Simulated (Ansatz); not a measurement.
# CH₇N₃: small, medium and large basis sets

The task here is to estimate one member of a computed series from the others.

The runs use Ansatz 0.2.0, Gaussian basis; one geometry, several basis sets.

The runs, in order: PBE0-D4/def2-SVP; ωB97M-V/def2-SVP; PBE0-D4/def2-QZVPP; ωB97M-V/def2-QZVPP; the functionals' def2-TZVPP values are taken from earlier runs.

## The relaxed structure

All runs share one geometry, relaxed beforehand with PBE0-D4 in a triple-zeta def2 set.

SMILES `NC(N)N`, 11 atoms, charge 0, spin multiplicity 1.

Atoms are counted from 1 here; the program's logs count them from 0.

Bond lengths: N1–C2 1.450 Å, N1–H5 1.015 Å, N1–H6 1.014 Å, C2–N3 1.450 Å, C2–N4 1.450 Å, C2–H7 1.096 Å, N3–H8 1.014 Å, N3–H9 1.015 Å, N4–H10 1.014 Å, N4–H11 1.015 Å. Angles: C2–N1–H5 110.0°, C2–N1–H6 109.7°, H5–N1–H6 107.3°, N1–C2–N3 112.0°, N1–C2–N4 112.0°, N1–C2–H7 106.8°, N3–C2–N4 112.0°, N3–C2–H7 106.8°, N4–C2–H7 106.8°, C2–N3–H8 109.7°, C2–N3–H9 110.0°, H8–N3–H9 107.3°, C2–N4–H10 109.7°, C2–N4–H11 110.0°, H10–N4–H11 107.3°.

Set-up of the first run:

in.yaml

```yaml
crystal:
  periodic: [false, false, false]
  atoms:
    - {symbol: N, position_ang: [-0.849101, 1.073882, -0.174136]}
    - {symbol: C, position_ang: [0.306339, 0.271713, 0.176512]}
    - {symbol: N, position_ang: [-0.003323, -0.709142, 1.198030]}
    - {symbol: N, position_ang: [0.921306, -0.333170, -0.988567]}
    - {symbol: H, position_ang: [-1.545740, 0.496875, -0.635172]}
    - {symbol: H, position_ang: [-1.275104, 1.445787, 0.667931]}
    - {symbol: H, position_ang: [1.047339, 0.954714, 0.607285]}
    - {symbol: H, position_ang: [0.816153, -1.276386, 1.386612]}
    - {symbol: H, position_ang: [-0.733618, -1.333648, 0.870213]}
    - {symbol: H, position_ang: [1.085186, 0.375795, -1.695239]}
    - {symbol: H, position_ang: [0.295862, -1.023219, -1.392869]}
basis:
  gaussian: {orbitals: def2-SVP}
hamiltonian: {xc: pbe0, dispersion: d4}
output: {orbitals: {seedname: orbitals}}
```

Command:

```bash
> ansatz run in.yaml --threads 2 --pin off --events-out ev --progress --plain --max-ram 4352MiB
```

Steps of the session up to this table: PBE0-D4 in def2-SVP; ωB97M-V in def2-SVP; PBE0-D4 in def2-QZVPP; ωB97M-V in def2-QZVPP.

One of the session's tables, all rows but one given; the rest of the session is left out.

It belongs to the step «Density functionals: the series». 

```
functional       basis  HOMO (eV)  LUMO (eV)
   PBE0-D4    def2-SVP      -6.58       1.64
   PBE0-D4  def2-TZVPP      -6.91       0.81
   PBE0-D4  def2-QZVPP      -6.99       0.41
   ωB97M-V    def2-SVP          ?          ?
   ωB97M-V  def2-TZVPP      -9.35       2.20
   ωB97M-V  def2-QZVPP      -9.42       1.59
```

Estimate the missing values for ωB97M-V, def2-SVP.

As computed: HOMO (eV): -9.00; LUMO (eV): 3.28. In the column «HOMO (eV)» it lies between ωB97M-V, def2-TZVPP (-9.35) and PBE0-D4, def2-QZVPP (-6.99).
